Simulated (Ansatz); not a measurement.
# CO2: the cost of one run

Program: Ansatz 0.2.0. Level of theory: DFT B3LYP, Gaussian basis aug-cc-pV(T+d)Z. These are calculated values, not measurements.

### 1 The starting structure

Bond lengths: O1–C2 1.160 Å, C2–O3 1.160 Å. Angles: O1–C2–O3 180.0°.

As a file:

```xyz
3

O     0.0000    0.0000   -1.1600
C     0.0000    0.0000    0.0000
O     0.0000    0.0000    1.1600
```

### 2 Relaxing the atoms: CO2

Contents of input.yaml:

```yaml
relax:
  f_tol: 0.0002
  max_steps: 200
crystal:
  periodic: [false, false, false]
  atoms:
    - { symbol: O, position_ang: [0.0, 0.0, -1.16] }
    - { symbol: C, position_ang: [0.0, 0.0, 0.0] }
    - { symbol: O, position_ang: [0.0, 0.0, 1.16] }
basis:
  gaussian: { orbitals: "aug-cc-pV(T+d)Z.json" }
hamiltonian:
  xc: { name: B3LYP }
accuracy: high
```

On the command line:

```sh
$ ansatz run input.yaml --threads 4 --pin off --max-ram 6144MiB --backend cpu --events-out ev --progress --plain --runs-dir out
```

Q: Estimate wall time and peak memory on 4 threads of Arm Neoverse N1, shared host.

About 18 s, with a peak of 0.39 GiB.
